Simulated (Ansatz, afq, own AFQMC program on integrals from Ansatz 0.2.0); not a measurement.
**BSiH2, doublet in cc-pVDZ, levels against CCSDT(Q)**

```yaml
atoms:
  - { symbol: Si, position_ang: [0.0000, 0.0000, 0.5539] }
  - { symbol: B, position_ang: [0.0000, 0.0000, -1.1268] }
  - { symbol: H, position_ang: [0.0000, -0.8955, -1.6748] }
  - { symbol: H, position_ang: [0.0000, 0.8955, -1.6748] }
```

Connectivity, by distances: Si–BH2.

Basis cc-pVDZ. Only valence electrons are correlated. AFQMC by an in-house program on the Cholesky factors that Ansatz 0.2.0 writes for its CCSD(T) run. ph-AFQMC/CISD is guided by a CISD state made of CCSD amplitudes; releasing the constraint for a short imaginary time cuts its bias at the price of noise, slowly where states lie close. ± is one standard error of the sampling.

Determinant: UHF, the one that the program's search chose, which needn't be the lowest solution. The geometry is a point of a scan.

No full CI on the walks' own integrals is used here; CCSDT(Q) serves as the reference and is uncertain by about the last step of the cluster series.

Cautions: an unrestricted solution with more broken spin lies lower (16 meV, ⟨S²⟩ 0.93).

* T1 diagnostic: 0.0177
* weight of the determinant in the CISD state: 0.885
* ⟨S²⟩ of the determinant: 0.759
* size of the correlated space: 9 electrons in 36 orbitals

Reference: CCSDT(Q), correlation energy -5.116 eV. The released energy is read at 2.40 1/Eh (meV from the phaseless value at times in 1/Eh: -12 ± 10 at 0.24, -19 ± 9 at 0.51, -7 ± 10 at 0.99, -8 ± 10 at 1.62, -10 ± 11 at 2.40).

```csv
level,E − E(reference) (meV),share of correlation (%)
HF,5116.0,0.00
MP2,1138.0,77.76
CCSD,170.9,96.66
CCSD(T),35.8,99.30
CCSDT,7.0,99.86
ph-AFQMC/HF,68.8 ± 45.1,98.66
ph-AFQMC/CISD,11.5 ± 9.0,99.77
released AFQMC,1.3 ± 11.5,99.97
```

A walk keeps the symmetry of its determinant, which the program's search chose and which needn't be the lowest solution, so a lower state of the same spin and another symmetry isn't excluded. Released energies are given only where the last usable release times agree within the noise; a slower fall can still hide under it.
